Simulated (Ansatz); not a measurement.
Basis-set extrapolation for HO2 (`[O]O`) radical (PBE0-D4/def2-TZVP geometry, frozen core, Ansatz). Multiplicity 2, UHF reference.

```
                     cc-pV(T+d)Z  cc-pV(Q+d)Z
                 HF  -150.237105  -150.249244
    MP2 correlation    -0.442586    -0.479036
CCSD(T) correlation    -0.475028    -0.510288
```

Energies in hartree. Use E(X) = E(∞) + A·exp(−5.46·√X) for Hartree–Fock and E(X) = E(∞) + B·X^(−3.05) for correlation, with X = 3 and 4.

**Question.** What is the CCSD(T) energy at the basis-set limit?

**Answer.** HF limit: -150.249244 + (-0.012139) × 0.30130 = -150.25290. Correlation limit: -0.510288 + (-0.035260) × 0.71189 = -0.53539. Total: -150.78829 hartree, 200.0 kJ/mol below CCSD(T)/cc-pV(T+d)Z.
